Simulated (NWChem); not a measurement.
**Basis-set dependence for CH2 (+1)**

```xyz
3

C      0.0000     0.0000     0.0924
H      1.0572     0.0000    -0.2771
H     -1.0572     0.0000    -0.2771
```
Charge +1, spin multiplicity 2.

All runs are NWChem calculations. All single points use one geometry, from UPBE/def2-SVP, a minimum by its harmonic frequencies.

Hartree-Fock energies in Ha, correlation energies in mHa.

The correlated methods keep 1 core orbital frozen. The Pople sets run with spherical d functions. This spin state was chosen for the runs; another may lie lower. The structure started from a generated list of species. The unpaired electrons of the parent sit in orbitals of symmetry a1 (C2v labels of the run); other states weren't searched. The stability of the SCF solutions was not checked. Open-shell Hartree-Fock references start from PBE0 orbitals. Coupled-cluster values serve here as a point of comparison, not as the truth.

```
basis    functions        UHF    UMP2  SCS-UMP2  CCSD on ROHF  CCSD[T] on ROHF  CCSD(T) on ROHF  CCSD on UHF  CCSD[T] on UHF  CCSD(T) on UHF  CCSDT on ROHF  URI-MP2
-------  ---------  ---------  ------  --------  ------------  ---------------  ---------------  -----------  --------------  --------------  -------------  -------
6-31G*          18  -38.56384   -69.1     -74.6         -90.7            -92.0            -91.9        -88.3           -89.5           -89.5          -92.2  not run
cc-pVDZ         24  -38.57048   -76.0     -82.5        -100.0           -101.4           -101.4        -97.4           -98.7           -98.7         -101.8    -76.0
cc-pVTZ         58  -38.57985   -95.8    -103.9        -119.0           -121.3           -121.3       -116.0          -118.3          -118.2        not run    -95.8
cc-pVQZ        115  -38.58206  -102.6    -111.6        -124.4           -127.0           -127.0      not run         not run         not run        not run   -102.6
```

From cc-pVTZ to cc-pVQZ the Hartree-Fock energy moves by -2.2 mHa and the UMP2 correlation energy by -6.9 mHa, which is 7 % of its value in the larger set.
